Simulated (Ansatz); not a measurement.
## C2H7NO, SMILES CNCO: a ladder of methods at one geometry

Run with the Python package of Ansatz (0.2.0).

`methods_c2h7no.py`
```python
# -*- coding: utf-8 -*-
from pathlib import Path
import logging
import sys

import ansatz as az
from ase import Atoms
import numpy as np

logging.basicConfig(stream=sys.stdout, format='%(levelname)s:%(name)s:%(message)s')
logger = logging.getLogger('ansatz_job')
logger.setLevel(logging.INFO)


def main():
    atoms = Atoms(['C', 'N', 'C', 'O', 'H', 'H', 'H', 'H', 'H', 'H', 'H'], positions=[
        [-0.988, 0.8904, -0.2754],
        [-0.4762, -0.2928, 0.2616],
        [0.9155, -0.3503, 0.0056],
        [1.4771, -1.5448, 0.5812],
        [-2.1126, 0.9484, -0.1181],
        [-0.8816, 1.0166, -1.3706],
        [-0.5762, 1.8221, 0.1949],
        [-0.8583, -1.0719, -0.2149],
        [1.4827, 0.493, 0.543],
        [1.1899, -0.3554, -1.0252],
        [0.893, -1.6124, 1.4383],
    ])
    system = az.Crystal.molecule_from_ase(atoms)

    base = system.calculation().basis(gaussian='def2-SVP')

    logger.info('functional    E (Ha)        dipole (D)   HOMO (eV)  LUMO (eV)')
    for name in ['b3lyp', 'r2scan', 'hf', 'r2scan0', 'cam_b3lyp', 'lda']:
        data = base.functional(name).forces().orbitals().run(runs_dir='runs').report
        lines = Path(data['orbitals_path']).read_text().splitlines()
        field_of = lambda key: [line.split('=')[1].strip() for line in lines if line.startswith(key)]
        orbitals = [(27.211386 * float(e), s, float(n)) for e, s, n in zip(field_of('Ene='), field_of('Spin='), field_of('Occup='))]
        homo = max(e for e, _, n in orbitals if n > 0.5)
        lumo = min(e for e, _, n in orbitals if n < 0.5)
        dipole = 4.803205 * np.linalg.norm(data['charge_distribution']['dipole_moment_e_ang'])
        logger.info(f'{name:10s} {data["free_energy_ev"] / 27.211386246:14.6f} {dipole:9.3f} {homo:11.3f} {lumo:10.3f}')


if __name__ == '__main__':
    main()
```

```console
$ python methods_c2h7no.py
INFO:ansatz_job:functional    E (Ha)        dipole (D)   HOMO (eV)  LUMO (eV)
INFO:ansatz_job:b3lyp         -210.208083     1.879      -6.686      1.448
INFO:ansatz_job:r2scan        -210.082763     1.894      -5.732      1.664
INFO:ansatz_job:hf            -208.923761     2.139     -10.765      4.711
INFO:ansatz_job:r2scan0       -210.059288     1.978      -7.178      2.295
INFO:ansatz_job:cam_b3lyp     -210.107202     1.932      -8.352      2.666
INFO:ansatz_job:lda           -208.457965     1.891      -5.408      0.778
```

Caveats:
- Total energies depend on the basis set; only differences at equal settings carry meaning.
- The geometry is a force-field or estimated start, not a minimum of this method, and the basis set is short of its limit. A lower total doesn't mark the better method: functionals have no common bound, and MP2 and coupled cluster aren't variational.
- b3lyp holds the VWN-RPA fit, as in Gaussian; the form of ORCA and Turbomole is b3lyp5.
- Levels such as HOMO and LUMO are orbital energies: with these approximate functionals they aren't the ionisation energy and electron affinity, and their gap isn't the fundamental gap.
- Run time: 16 s on 1 thread of Arm Neoverse V2, on a shared host, peak memory 0.27 GiB.

(A comment or docstring line of the script was reworded after the run, the code is as it ran; lines on the test bed's own set-up are left out of the output.)
